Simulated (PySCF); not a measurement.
A geometry optimisation on cyclopropenone, `O=c1cc1`.

Computed with PBE0-D3(BJ)/def2-TZVP geometry optimisation, gas phase (PySCF 2.14.0). Start geometry: GFN2-xTB. A driver script takes a list of jobs; this job's settings line and coordinates (Å) are shown.

Command:
```bash
OMP_NUM_THREADS=1 python probes_run.py task.json out
```

Input:
```
{"job": {"xc": "PBE0", "basis": "def2-TZVP", "d3": "d3bj", "grid": 2, "shake": 0.01, "kind": "geom"}, "charge": 0, "multiplicity": 1}
O      2.039130    -0.299540     0.068620
C      0.835090    -0.118320     0.022150
C     -0.519940    -0.614630    -0.040510
C     -0.285890     0.726530    -0.006800
H     -1.229040    -1.400240    -0.080210
H     -0.815190     1.676200    -0.007920
```

Output:
```
step   0  E = -190.50201652  max force = 0.036270
step   1  E = -190.49558865  max force = 0.046762
step   2  E = -190.50297393  max force = 0.014597
step   3  E = -190.50437710  max force = 0.004380
step   4  E = -190.50442310  max force = 0.001121
step   5  E = -190.50442812  max force = 0.000751
step   6  E = -190.50443074  max force = 0.000337
optimisation converged
```

Energies in Eh; «max force» is the largest Cartesian gradient component in Eh/bohr.

Q: At which steps does the energy rise by more than 1e-5 Eh?

A: At step 1 (+6.43 mEh).

Main results: final energy -190.50443 Eh after 6 steps; dipole 4.23 D.

On one thread of an Arm Neoverse N1 (shared host), this took 49 s of wall time and 0.55 GiB of memory at its peak.
Labels such as C1 count atoms from 1, the log's own numbers from 0.
